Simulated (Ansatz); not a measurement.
**CHF2 (difluoromethyl radical): methods side by side**

The species is CHF2 (4 atoms), meant as a doublet with charge 0. SMILES: `F[CH]F`. The shape is that of a PBE0-D4/def2-TZVP optimisation.

```xyz
4

F    -1.2082    0.2646   -0.1417
C     0.0386    0.0634    0.2444
F     0.4331   -1.1668   -0.0296
H     0.7365    0.8387   -0.0731
```

Quantity: the energy change with the C2–F3 bond stretched from 1.321 to 1.981 Å, in eV. The values are calculated.

```tsv
level	kind	program	value (eV)	less FCI/STO-3G
UHF/STO-3G	Hartree–Fock	Ansatz	2.79	+0.13
U-revPBE/STO-3G	GGA	Ansatz	2.74	+0.08
UBLYP/STO-3G	GGA	Ansatz	2.66	0.00
U-r2SCAN0/STO-3G	hybrid meta-GGA	Ansatz	3.58	+0.92
UB3LYP/STO-3G	global hybrid	Ansatz	3.22	+0.56
UPBE0/STO-3G	global hybrid	Ansatz	3.49	+0.83
U-wB97X/STO-3G	range-separated hybrid	Ansatz	3.56	+0.90
RPA@PBE/STO-3G	RPA	Ansatz	2.59	-0.07
FCI/STO-3G	exact in the basis	Ansatz	2.66	0.00
```

FCI/STO-3G is exact within its basis and frozen core, so for wave-function methods in that basis the difference is their error; functionals converge differently with the basis, so for them it is only a difference. The first shape isn't each level's own minimum. The values span 2.59 to 3.58 eV. Spin contamination of the reference (⟨S²⟩ at least 0.1 too high) touches UHF/STO-3G, U-r2SCAN0/STO-3G, U-wB97X/STO-3G. All rows use very small basis sets, so none should be taken for the real molecule's value.
